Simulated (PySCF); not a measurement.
# PH3S (SMILES [PH3]=S) at CCSD(T)/STO-6G

What is the energy change on altering one bond length of PH3S at CCSD(T)/STO-6G? 

Program for the calculation: PySCF 2.14.0.

11 further runs of the same task are left out: 1 that didn't finish, 10 set aside as unsound or not needed.

## Step 1: The structure to begin with

The species is PH3S (5 atoms), meant as a singlet with charge 0. As SMILES, `[PH3]=S`. The coordinates come from a GFN2-xTB relaxation.

Bond lengths: P1–S2 1.914 Å, P1–H3 1.394 Å, P1–H4 1.394 Å, P1–H5 1.394 Å. Angles: S2–P1–H3 118.2°, S2–P1–H4 118.2°, S2–P1–H5 118.2°, H3–P1–H4 99.6°, H3–P1–H5 99.4°, H4–P1–H5 99.4°.

## Step 2: A single-point energy at CCSD(T)/STO-6G

File run.py:

```python
# [PH3]=S
from pyscf import gto, cc

mol = gto.Mole()
mol.atom = [
    ('P', (0.007920, -0.006600, 0.007660)),
    ('S', (1.261690, -0.941140, 1.111260)),
    ('H', (-1.166840, 0.461930, 0.594540)),
    ('H', (-0.532470, -0.676580, -1.089190)),
    ('H', (0.429710, 1.162380, -0.624270)),
]
mol.spin = 0
mol.verbose = 3
mol.basis = 'sto-6g'
mol.max_memory = 1860
mol.build()

mf = mol.RHF()
mf.conv_tol = 1e-10
mf.kernel()
if not mf.converged:
    mf = mf.newton().run(mf.mo_coeff, mf.mo_occ)

mycc = cc.CCSD(mf, frozen=10)
mycc.kernel()
e_t = mycc.ccsd_t()
energy = mycc.e_tot + e_t
print(f'total energy: {energy:.8f} hartree')
```

Run with:

```sh
$ OMP_NUM_THREADS=1 python run.py
```

Standard output:

```text
converged SCF energy = -737.357733220814
E(CCSD) = -737.4427535306377  E_corr = -0.08502030982406422
CCSD(T) correction = -0.00182363458173207
total energy: -737.44457717 hartree
```

It took 0.86 s on 1 thread of Arm Neoverse V2, shared host; peak memory 0.12 GiB.

## Step 3: The distorted shape, same level

File calc.py:

```python
from pyscf import gto, scf, cc

mol = gto.M(
    atom=[
    ('P', (-0.498225, -1.409367, 0.765971)),
    ('S', (0.755545, -2.343907, 1.869571)),
    ('H', (-1.672985, -0.940837, 1.352851)),
    ('H', (-1.038615, -2.079347, -0.330879)),
    ('H', (0.429710, 1.162380, -0.624270)),
],
    spin=0,
    verbose=3,
    basis='sto-6g',
    max_memory=1860,
)

mf = scf.RHF(mol)
mf.conv_tol = 1e-10
mf.kernel()
if not mf.converged:
    mf = mf.newton().run(mf.mo_coeff, mf.mo_occ)

mycc = cc.CCSD(mf, frozen=10)
mycc.kernel()
e_t = mycc.ccsd_t()
e_final = mycc.e_tot + e_t
print(f'total energy: {e_final:.8f} hartree')
```

Run with:

```sh
$ OMP_NUM_THREADS=1 python calc.py
```

Standard output:

```text
converged SCF energy = -737.094181638749
E(CCSD) = -737.3432040784455  E_corr = -0.2490224396963824
CCSD(T) correction = -0.0183866322705519
total energy: -737.36159071 hartree
```

Run time: 0.8 s. Hardware: 1 thread of Arm Neoverse V2, shared host; peak memory 0.1 GiB.

## Step 4: Summary of results

At CCSD(T)/STO-6G, 10 core orbitals frozen:

```
                                                         quantity          value
                                        first shape: total energy  -737.44458 Eh
                first shape: dipole moment (Hartree–Fock density)         4.41 D
                 first shape: HOMO energy (Hartree–Fock orbitals)       -4.65 eV
                 first shape: LUMO energy (Hartree–Fock orbitals)       11.78 eV
               first shape: HOMO–LUMO gap (Hartree–Fock orbitals)       16.43 eV
        first shape: correlation energy (10 core orbitals frozen)      -86.8 mEh
                                      first shape: (T) correction      -1.82 mEh
                                       first shape: T1 diagnostic          0.014
                                    distorted shape: total energy  -737.36159 Eh
            distorted shape: dipole moment (Hartree–Fock density)         2.67 D
             distorted shape: HOMO energy (Hartree–Fock orbitals)       -3.48 eV
             distorted shape: LUMO energy (Hartree–Fock orbitals)        1.61 eV
           distorted shape: HOMO–LUMO gap (Hartree–Fock orbitals)        5.09 eV
    distorted shape: correlation energy (10 core orbitals frozen)     -267.4 mEh
                                  distorted shape: (T) correction     -18.39 mEh
                                   distorted shape: T1 diagnostic          0.046
energy change with the P1–H5 bond stretched from 1.394 to 3.067 Å       2.258 eV
```

What this shows: One bond (distorted shape) is far stretched, which a spin-restricted single reference describes badly; perturbation theory on it can break down and give far too much correlation. With the P1–H5 bond stretched from 1.394 to 3.067 Å the energy rises by 2.26 eV (52 kcal/mol). The first shape isn't relaxed at this level, so the change isn't measured from a minimum. A restricted reference can't describe the breaking bond well at this length. The minimal basis adds a large error of its own. The triples (first shape) make up 2.1 % of the correlation energy. The T1 diagnostic (distorted shape) of 0.046 is above the customary mark for such species, so a single reference may not serve. The triples (distorted shape) make up 6.9 % of the correlation energy.
